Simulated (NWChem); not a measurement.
# C2H5NS (SMILES [H]/N=C(/C)S) at 6 levels

Wanted: a comparison of 6 runs (HF/3-21G, B3LYP/6-31G*, SVWN5/cc-pVDZ, MP2/cc-pVDZ, CCSD/cc-pVDZ, CCSD(T)/cc-pVDZ) of C2H5NS. 

The results are computed with NWChem 7.3.0.

2 further runs of the same task are left out: 2 set aside as unsound or not needed.

## 1. The structure to begin with

C2H5NS: 9 atoms, total charge 0, spin state singlet. SMILES: `[H]/N=C(/C)S`. Geometry: relaxed at PBE0-D4/def2-TZVP. This is one conformer, not always the lowest.

Bond lengths: C1–C2 1.494 Å, C2–N3 1.262 Å, C2–S4 1.781 Å, C1–H5 1.093 Å, C1–H6 1.093 Å, C1–H7 1.089 Å, N3–H8 1.019 Å, S4–H9 1.342 Å. Some angles: C1–C2–N3 121.1°, C1–C2–S4 116.7°, N3–C2–S4 122.2°, C2–C1–H5 110.6°, C2–C1–H6 110.6°, C2–C1–H7 108.9°, C2–N3–H8 112.9°, C2–S4–H9 97.8°, H5–C1–H6 107.8°, H5–C1–H7 109.5°.

## 2. Energy and gradient at HF/3-21G (run 1)

The input, run.py:

```python
from ase import Atoms
from ase.calculators.nwchem import NWChem

system = Atoms('CCNSHHHHH', positions=[
    [0.539700, 0.823300, -0.338400],
    [-0.043800, -0.522700, -0.054500],
    [0.371500, -1.552400, -0.654500],
    [-1.341500, -0.591100, 1.162800],
    [0.969200, 1.255300, 0.568800],
    [-0.231300, 1.507700, -0.700900],
    [1.316700, 0.718700, -1.094000],
    [-0.111800, -2.401800, -0.366400],
    [-1.380200, 0.716700, 1.459800],
])

calc = NWChem(
    label='mol',
    theory='scf',
    memory='2200 mb',
    basis='3-21G',
    basispar='spherical bse',
    scf={'nopen': '0', 'rhf': None, 'thresh': '1e-08', 'maxiter': '80'},
)
system.calc = calc

forces = system.get_forces()
print(f"energy = {system.get_potential_energy():.6f} eV")
print("forces (eV/A):")
for s, f in zip(system.symbols, forces):
    print(f"{s:2s} {f[0]:10.5f} {f[1]:10.5f} {f[2]:10.5f}")
print("dipole (e A):", system.get_dipole_moment().round(4))
```

Started as:

```
$ export ASE_NWCHEM_COMMAND="nwchem PREFIX.nwi > PREFIX.nwo"
$ python run.py
```

The log of the run:

```text
energy = -14364.280939 eV
forces (eV/A):
C     0.22775    0.55726   -0.10711
C     1.48126   -0.77838   -1.55901
N    -0.57289    0.48316    0.63938
S    -1.16995   -0.04222    1.10064
H    -0.05821   -0.10418   -0.25346
H     0.22394   -0.16409    0.04541
H    -0.25865    0.00098    0.24482
H     0.26164   -0.07554   -0.26297
H    -0.13488    0.12305    0.15231
dipole (e A): [-0.0826  0.4214  0.1623]
```

The calculator wrote mol.nwi:

```
title "mol"

permanent_dir mol

scratch_dir mol

start mol

geometry units angstrom nocenter noautosym noautoz
  C  5.3969999999999996e-01 8.2330000000000003e-01 -3.3839999999999998e-01
  C  -4.3799999999999999e-02 -5.2270000000000005e-01 -5.4500000000000000e-02
  N  3.7150000000000000e-01 -1.5524000000000000e+00 -6.5449999999999997e-01
  S  -1.3414999999999999e+00 -5.9109999999999996e-01 1.1628000000000001e+00
  H  9.6919999999999995e-01 1.2553000000000001e+00 5.6879999999999997e-01
  H  -2.3130000000000001e-01 1.5077000000000000e+00 -7.0089999999999997e-01
  H  1.3167000000000000e+00 7.1870000000000001e-01 -1.0940000000000001e+00
  H  -1.1180000000000000e-01 -2.4018000000000002e+00 -3.6640000000000000e-01
  H  -1.3802000000000001e+00 7.1670000000000000e-01 1.4598000000000000e+00
end

memory 2200 mb

basis spherical bse noprint
   * library 3-21G
end

scf
  nopen 0
  rhf
  thresh 1e-08
  maxiter 80
end

task scf gradient
```

mol.nwo:

```text
Northwest Computational Chemistry Package (NWChem) 7.3.0
             --------------------------------------------------------

           Job information
           ---------------

    nwchem branch   = 7.3.0
    use scalapack   = T
    input           = mol.nwi
    prefix          = mol.
    data base       = mol/mol.db
    status          = startup
    nproc           =        1

           Memory information
           ------------------

[... 5 lines left out ...]
    hardfail = no
[... 134 lines left out ...]
         Quadratically convergent ROHF
[... 14 lines left out ...]
       Final RHF  results
[... 4 lines left out ...]
      Two-electron energy =    350.131252812391
[... 39 lines left out ...]
                       ROHF Final Molecular Orbital Analysis
[... 230 lines left out ...]
                 ----------------------------------------
                 |  Time  |  1-e(secs)   |  2-e(secs)   |
                 ----------------------------------------
                 |  CPU   |       0.00   |       0.41   |
                 ----------------------------------------
                 |  WALL  |       0.00   |       0.41   |
                 ----------------------------------------

 Task  times  cpu:        2.3s     wall:        2.3s
 Total times  cpu:        2.3s     wall:        2.3s
```

Wall time 3.9 s (1 thread of Intel Xeon Platinum 8488C (Sapphire Rapids), shared host); peak memory 0.094 GiB.

## 3. Energy and gradient at B3LYP/6-31G(d) (Cartesian functions) (run 2)

The input, nw.xyz:

```xyz
9
C2H5NS
C      0.539700     0.823300    -0.338400
C     -0.043800    -0.522700    -0.054500
N      0.371500    -1.552400    -0.654500
S     -1.341500    -0.591100     1.162800
H      0.969200     1.255300     0.568800
H     -0.231300     1.507700    -0.700900
H      1.316700     0.718700    -1.094000
H     -0.111800    -2.401800    -0.366400
H     -1.380200     0.716700     1.459800
```

The input, run.py:

```python
from ase.io import read
from ase.calculators.nwchem import NWChem

mol = read('nw.xyz')

calc = NWChem(
    label='nw',
    theory='dft',
    memory='2200 mb',
    basis='6-31G*',
    dft={'xc': 'b3lyp', 'mult': '1', 'grid': 'xfine', 'convergence': 'energy 1e-08', 'iterations': '100', 'mulliken': None, 'print': 'low'},
)
mol.calc = calc

forces = mol.get_forces()
print(f"energy = {mol.get_potential_energy():.6f} eV")
print("forces (eV/A):")
for s, f in zip(mol.symbols, forces):
    print(f"{s:2s} {f[0]:10.5f} {f[1]:10.5f} {f[2]:10.5f}")
```

Started as:

```
$ export ASE_NWCHEM_COMMAND="nwchem PREFIX.nwi > PREFIX.nwo"
$ python run.py
```

The log of the run:

```text
energy = -14480.434908 eV
forces (eV/A):
C     0.10490    0.22513   -0.05703
C     0.05682    0.07384   -0.03785
N     0.39410   -0.32571   -0.43899
S    -0.48584   -0.14085    0.43205
H     0.07528    0.07986    0.07718
H    -0.05343    0.10629   -0.05872
H     0.07430    0.00190   -0.06999
H    -0.10624   -0.20368    0.05991
H    -0.05991    0.18317    0.09338
```

The calculator wrote nw.nwi:

```
title "nw"

permanent_dir nw

scratch_dir nw

start nw

geometry units angstrom nocenter noautosym noautoz
  C  5.3969999999999996e-01 8.2330000000000003e-01 -3.3839999999999998e-01
  C  -4.3799999999999999e-02 -5.2270000000000005e-01 -5.4500000000000000e-02
  N  3.7150000000000000e-01 -1.5524000000000000e+00 -6.5449999999999997e-01
  S  -1.3414999999999999e+00 -5.9109999999999996e-01 1.1628000000000001e+00
  H  9.6919999999999995e-01 1.2553000000000001e+00 5.6879999999999997e-01
  H  -2.3130000000000001e-01 1.5077000000000000e+00 -7.0089999999999997e-01
  H  1.3167000000000000e+00 7.1870000000000001e-01 -1.0940000000000001e+00
  H  -1.1180000000000000e-01 -2.4018000000000002e+00 -3.6640000000000000e-01
  H  -1.3802000000000001e+00 7.1670000000000000e-01 1.4598000000000000e+00
end

memory 2200 mb

basis noprint
   * library 6-31G*
end

dft
  xc b3lyp
  mult 1
  grid xfine
  convergence energy 1e-08
  iterations 100
  mulliken
  print low
end

task dft gradient
```

nw.nwo:

```text
Northwest Computational Chemistry Package (NWChem) 7.3.0
             --------------------------------------------------------

           Job information
           ---------------

    nwchem branch   = 7.3.0
    use scalapack   = T
    input           = nw.nwi
    prefix          = nw.
    data base       = nw/nw.db
    status          = startup
    nproc           =        1

           Memory information
           ------------------

[... 5 lines left out ...]
    hardfail = no
[... 39 lines left out ...]
            Nuclear Dipole moment (a.u.)
[... 89 lines left out ...]
         Total DFT energy =     -532.146172028765
[... 1 line left out ...]
           Coulomb energy =      395.310222370320
[... 1 line left out ...]
 Nuclear repulsion energy =      154.765693284200
[... 29 lines left out ...]
                         DFT ENERGY GRADIENTS

    atom               coordinates                        gradient
                 x          y          z           x          y          z
   1 C       1.019885   1.555811  -0.639483   -0.002040  -0.004378   0.001109
   2 C      -0.082770  -0.987760  -0.102990   -0.001105  -0.001436   0.000736
   3 N       0.702033  -2.933611  -1.236826   -0.007664   0.006334   0.008537
[... 5 lines of this table left out ...]
   9 H      -2.608200   1.354367   2.758622    0.001165  -0.003562  -0.001816

 Task  times  cpu:       38.6s     wall:       38.6s
 Total times  cpu:       38.6s     wall:       38.6s
```

It took 40 s on 1 thread of Intel Xeon Platinum 8488C (Sapphire Rapids), shared host; peak memory 0.14 GiB.

Runs 3 to 4 aren't shown in full; the table further down has their settings and results.

## 4. A single-point energy at CCSD/cc-pVDZ (run 5)

The input, calc.nw:

```
START calc
TITLE "C2H5NS energy"
memory total 2200 mb

GEOMETRY units angstroms noautosym nocenter noautoz
  C        0.539700       0.823300      -0.338400
  C       -0.043800      -0.522700      -0.054500
  N        0.371500      -1.552400      -0.654500
  S       -1.341500      -0.591100       1.162800
  H        0.969200       1.255300       0.568800
  H       -0.231300       1.507700      -0.700900
  H        1.316700       0.718700      -1.094000
  H       -0.111800      -2.401800      -0.366400
  H       -1.380200       0.716700       1.459800
END

BASIS spherical bse
  C library cc-pVDZ
  N library cc-pVDZ
  S library cc-pVDZ
  H library cc-pVDZ
END

SCF
  singlet
  rhf
  thresh 1e-08
  maxiter 80
END

CCSD
  freeze core 8
  maxiter 60
END

TASK ccsd energy
```

Started as:

```
$ nwchem calc.nw > calc.out
```

The log of the run:

```text
[...]
  functions       =    85
[...]
  wavefunction    = RHF
[...]
         Total SCF energy =   -530.623224295492
      One-electron energy =  -1036.385857471198
      Two-electron energy =    350.996939891505
 Nuclear repulsion energy =    154.765693284200
        Time for solution =     42.6s
[...]
 Total MP2 energy:           -531.198644083573413
[...]
             energy      energy      error      ampl     ampl      Block
                                                time     time      time
[...]
 Total CCSD energy:           -531.241957462376490
[...]
```

It took 2.8 min on 1 thread of Intel Xeon Platinum 8488C (Sapphire Rapids), shared host; peak memory 0.2 GiB.

## 5. A single-point energy at CCSD(T)/cc-pVDZ (run 6)

The input, c2h5ns.nw:

```
START c2h5ns
TITLE "C2H5NS energy"
memory stack 880 mb heap 220 mb global 1100 mb

GEOMETRY units au noautosym nocenter noautoz
   C      1.01988519     1.55581152    -0.63948332
   C     -0.08277000    -0.98775985    -0.10299007
   N      0.70203326    -2.93361084    -1.23682575
   S     -2.53506760    -1.11701711     2.19737354
   H      1.83152256     2.37217320     1.07487622
   H     -0.43709365     2.84914008    -1.32450904
   H      2.48820239     1.35814617    -2.06736038
   H     -0.21127138    -4.53874421    -0.69239565
   H     -2.60820000     1.35436671     2.75862220
END

BASIS spherical bse
   * library cc-pVDZ
END

SCF
   thresh 1e-08
   maxiter 80
END

CCSD
   freeze core 8
   maxiter 60
END

TASK ccsd(t)
```

Started as:

```
$ nwchem c2h5ns.nw > c2h5ns.out
```

The log of the run:

```text
[...]
  functions       =    85
[...]
  wavefunction    = RHF
[...]
         Total SCF energy =   -530.623224294093
      One-electron energy =  -1036.385835148217
      Two-electron energy =    350.996928862326
 Nuclear repulsion energy =    154.765681991797
        Time for solution =     41.2s
[...]
 Total MP2 energy:           -531.198644098733439
[...]
             energy      energy      error      ampl     ampl      Block
                                                time     time      time
[...]
 Total CCSD energy:           -531.241957478653376
[...]
 Total CCSD+T(CCSD) energy:           -531.263975554958733
[...]
 Total CCSD(T) energy:                -531.263154458508325
[...]
```

Wall time 3.2 min (1 thread of Intel Xeon Platinum 8488C (Sapphire Rapids), shared host); peak memory 0.23 GiB.

## 6. Overview of the runs

```tsv
run	level	Cartesian functions	iteration cap	energy (Eh)	HOMO energy (eV)	LUMO energy (eV)	HOMO–LUMO gap (eV)	wall time
1	HF/3-21G	no	80	-527.877592	-10.04	4.47	14.52	3.9 s
2	B3LYP/6-31G* (Cartesian functions)	yes	100	-532.146172	–	–	–	40 s
3	SVWN5/cc-pVDZ	no	100	-529.598285	–	–	–	50 s
4	MP2/cc-pVDZ	no	80	-531.198644	-9.93	3.89	13.83	1.8 min
5	CCSD/cc-pVDZ	no	80	-531.241957	-9.93	3.89	13.83	2.8 min
6	CCSD(T)/cc-pVDZ	no	80	-531.263154	-9.93	3.89	13.83	3.2 min
```

## 7. What came out

```
                                          quantity          value
                               run 6: total energy  -531.26315 Eh
        run 6: HOMO energy (Hartree–Fock orbitals)       -9.93 eV
        run 6: LUMO energy (Hartree–Fock orbitals)        3.89 eV
      run 6: HOMO–LUMO gap (Hartree–Fock orbitals)       13.83 eV
run 6: correlation energy (8 core orbitals frozen)     -639.9 mEh
                             run 6: (T) correction     -21.20 mEh
```

Totals of different functionals can't be ranked against each other. All runs together took 9.3 min, the longest 3.2 min.
